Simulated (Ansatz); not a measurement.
Basis sets compared for the cluster Na₂Li. Total charge 0; doublet. Geometry PBE0/def2-TZVP. Ansatz on 4 threads of Arm Neoverse V1 on a shared host; times are rough, and most runs start from earlier orbitals.

Cartesian coordinates in Å:
```
Li 0.398 -1.377 -1.386
Na 0.817 1.416 -0.395
Na -1.215 -0.039 1.781
```

The structure comes from a short search, and lower isomers may exist.

```
                       level  functions  energy (Eh)  HOMO (eV)  LUMO (eV)  wall time
                PBE/def2-SVP         39    -331.6992      -2.49      -2.02     0.65 s
               PBE/def2-TZVP         78    -331.8272      -2.53      -2.07        1 s
            r2SCAN/def2-TZVP         78    -332.0089      -2.61      -1.84      4.3 s
               PBE0/def2-SVP         39    -331.7325      -2.92      -1.55      1.1 s
PBE0/def2-TZVP (with forces)         78    -331.8590      -2.97      -1.59      2.5 s
```

(1) Estimate the rows for PBE/def2-TZVPD, r2SCAN/def2-TZVPD, PBE0/def2-TZVPD.

## Answers

(1) 
| level | functions | energy (Eh) | HOMO (eV) | LUMO (eV) | wall time |
| --- | --- | --- | --- | --- | --- |
| PBE/def2-TZVPD | 87 | -331.8275 | -2.54 | -2.08 | 1.4 s |
| r2SCAN/def2-TZVPD | 87 | -332.0090 | -2.61 | -1.84 | 5.5 s |
| PBE0/def2-TZVPD | 87 | -331.8591 | -2.97 | -1.60 | 1.3 s |
